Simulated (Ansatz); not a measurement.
A nudged elastic band was laid between two geometries of BH3O2 (6 atoms, charge 0, multiplicity 1).

Theory: RKS r2SCAN-D4/6-31G* (Ansatz).

```yaml
movable_images: 5
climbing_image: yes
spring: 5.0 eV/Å²
optimiser: quadratic models (default)
start_path: through a guess of the saddle point
force_threshold: 0.03 eV/Å
iteration_limit: 60
end_points: relaxed
```

Image 0:

```xyz
6
Properties=species:S:1:pos:R:3
B 0.202 -0.301 0.100
H 0.075 -0.322 1.302
O 1.431 -0.321 -0.490
H 2.132 -0.353 0.173
O -0.875 -0.256 -0.733
H -1.700 -0.245 -0.231
```

Image 6:

```xyz
6
Properties=species:S:1:pos:R:3
B -0.734 -0.524 0.417
H 1.290 -0.108 0.900
O 2.039 0.127 0.315
H 2.321 -0.739 -0.017
O -1.344 -0.235 -0.701
H -2.307 -0.319 -0.794
```

Question: What changes between the two ends?

Answer: Bonds broken: B1–H2, B1–O3. Bonds formed: H2–O3. BH3O2 becomes BHO + H2O.

Question: What energy profile does the band end with?

Answer: The run converged. The highest image is number 4 of 0 to 6, 4.67 eV above the first end and 0.45 eV above the last; the last end lies 4.22 eV above the first. The profile has 2 maxima (images 1, 4) with wells between them (image 2): this band takes more than one step, which may be the mechanism or a detour left from its start path. Neighbouring images differ by up to 3.2 eV, so the band resolves the path poorly. A vibrational analysis at the climbing image gives one clearly imaginary mode, 1120i cm⁻¹: a first-order saddle point. The orbitals stay closed-shell, which can raise the energy where a bond breaks towards radicals; this wasn't checked here.

```
image  path coordinate (Å)  energy (eV)  B1–H2 (Å)  B1–O3 (Å)  H2–O3 (Å)
    0                 0.00         0.00       1.21       1.36       2.25
    1                 0.81         0.43       1.21       1.37       2.27
    2                 1.61         0.02       1.19       1.36       2.12
    3                 2.42         1.47       1.19       1.40       1.87
    4                 3.22         4.67       1.45       1.75       1.14
    5                 4.00         4.25       2.05       2.51       0.98
    6                 4.77         4.22       2.12       2.85       0.98
```

Question: What is the geometry of the highest image?

Answer: 
```xyz
6
Properties=species:S:1:pos:R:3
B -0.282 -0.097 0.450
H 0.977 -0.121 1.170
O 1.438 0.051 0.147
H 1.731 -0.807 -0.228
O -0.821 -0.347 -0.754
H -1.778 -0.478 -0.665
```

The run took 4.2 min on 1 thread of Intel(R) Xeon(R) Platinum 8259CL CPU @ 2.50GHz (Skylake/Cascade Lake) (shared host), peak memory 0.12 GiB.
